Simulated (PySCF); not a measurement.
Compound: C4H6F (charge +1).
Numbering: `[CH2:1]=[CH:2][CH+:3][CH2:4][F:5]` (hydrogens: H6, H7 on C1; H8 on C2; H9 on C3; H10, H11 on C4)

The same species was optimised twice, with GFN2-xTB and with PBE0-D3(BJ)/def2-SVP (PySCF), and the same property calculations (PySCF, gas phase) were run on both structures.

| coordinate | GFN2-xTB | PBE0-D3(BJ)/def2-SVP | change |
| --- | --- | --- | --- |
| C1–H7 (Å) | 1.081 | 1.096 | +0.015 |
| C1–H6 (Å) | 1.082 | 1.097 | +0.015 |
| C3–H9 (Å) | 1.086 | 1.099 | +0.013 |
| C3–C4 (Å) | 1.444 | 1.453 | +0.009 |
| C2–H8 (Å) | 1.085 | 1.094 | +0.009 |
| C1=C2 (Å) | 1.363 | 1.371 | +0.008 |
| C4–F5 (Å) | 1.347 | 1.340 | -0.007 |
| C4–H10 (Å) | 1.110 | 1.116 | +0.006 |
| C4–H11 (Å) | 1.110 | 1.116 | +0.006 |
| C2–C3 (Å) | 1.396 | 1.395 | -0.001 |
| F5–C4–H10 (°) | 108.1 | 111.6 | +3.5 |
| F5–C4–H11 (°) | 108.1 | 111.6 | +3.5 |
| C3–C4–H10 (°) | 110.9 | 107.7 | -3.2 |
| C3–C4–H11 (°) | 110.9 | 107.8 | -3.1 |
| C1–C2–C3 (°) | 121.4 | 119.2 | -2.2 |
| C1–C2–H8 (°) | 120.4 | 121.6 | +1.2 |
| C3–C2–H8 (°) | 118.2 | 119.2 | +1.0 |
| C3–C4–F5 (°) | 114.5 | 113.6 | -0.9 |
| C1–C2–C3–C4 (°) | 180 | 180 | 0 |
| C2–C3–C4–F5 (°) | 0 | 0 | 0 |

Rotational constants: A = 15876, B = 2754, C = 2381 MHz (GFN2-xTB) against A = 15792, B = 2770, C = 2391 MHz (PBE0-D3(BJ)/def2-SVP). Point groups within 0.08 Å: Cs and Cs.

On the GFN2-xTB structure: lowest triplet, Tamm–Dancoff (eV) 2.67 [wB97X-D/def2-SVPD]; isotropic polarisability (au) 50.5 [wB97X-D/def2-SVPD]; HOMO (eV) -16.70 [wB97X-D/def2-SVPD]; LUMO (eV) -7.97 [wB97X-D/def2-SVPD].

Task: What do these properties become on the PBE0-D3(BJ)/def2-SVP structure?

Result: 
```csv
property,level,on GFN2-xTB,on PBE0-D3(BJ)/def2-SVP,change
"lowest triplet, Tamm–Dancoff (eV)",wB97X-D/def2-SVPD,2.67,2.71,+0.04
isotropic polarisability (au),wB97X-D/def2-SVPD,50.5,50.6,+0.1
HOMO (eV),wB97X-D/def2-SVPD,-16.70,-16.70,0.00
LUMO (eV),wB97X-D/def2-SVPD,-7.97,-7.88,+0.09
"energy, GFN2-xTB geometry as zero (kcal/mol)",wB97X-D/def2-SVPD,0.0,-0.8,-0.8
```

The heavy atoms differ by 0.014 Å rms after alignment. Among all bonds C1–H6 and C1–H7 change most and about equally (+0.015 Å). Changes are differences of the printed values. Neither structure is proved a minimum here. Geometry: PBE0-D3(BJ)/def2-SVP, one conformer, isolated ion.

Conformer computed: `[CH2:1]=[CH:2][CH+:3][CH2:4][F:5]`: C1–C2–C3–C4 180°, C2–C3–C4–F5 0°.

The pairwise dispersion term of wB97X-D wasn't added to the energies; at a given geometry it leaves orbitals and properties as they are.
